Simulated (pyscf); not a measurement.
This saddle point was located with ωB97X-D3(BJ)/def2-SVP in PySCF.

```xyz
6

Cl     0.9620     0.1094     0.8473
Ge    -1.2357     0.1173    -0.1266
Cl     0.1462    -1.6968    -0.8842
Cl    -3.1463     1.1576    -0.3121
Cl    -1.9335    -1.1169     1.4902
H     -0.6017     0.9174    -1.2596
```
Charge 0, spin multiplicity 2.

Surface: doublet, charge 0. Lowest wavenumbers (cm⁻¹): 190i, 154, 168, 181, 193.

Problem. What reaction is this the transition state of?

Solution. Cl–GeH(Cl)–Cl + Cl• ⇌ Cl• + Cl–GeH(Cl)–Cl, a substitution at Ge read from left to right: Cl–Ge broken and Cl–Ge formed. At ωB97M-D3(BJ)/def2-TZVP it lies +32.5 kcal/mol from the left side and +32.5 kcal/mol from the right (each side as separated species at their lowest minima found). On the reactant side the descent ends in what is likely a three-electron adduct, which functionals tend to overbind, 4.7 kcal/mol under the separated species and 35.8 kcal/mol under the saddle at ωB97X-D3(BJ)/def2-TZVP. On the product side the descent ends in what is likely a three-electron adduct, which functionals tend to overbind, 4.7 kcal/mol under the separated species and 35.8 kcal/mol under the saddle at ωB97X-D3(BJ)/def2-TZVP. Abstraction by the radical was not located in this set and often lies lower. This is the saddle that the search found; another between the same sides may lie lower. The angle at the attacked Ge is 66° (front-side attack). Left out: the spin-orbit lowering of Cl. Elements up to Kr have no core potential and no relativistic terms here.
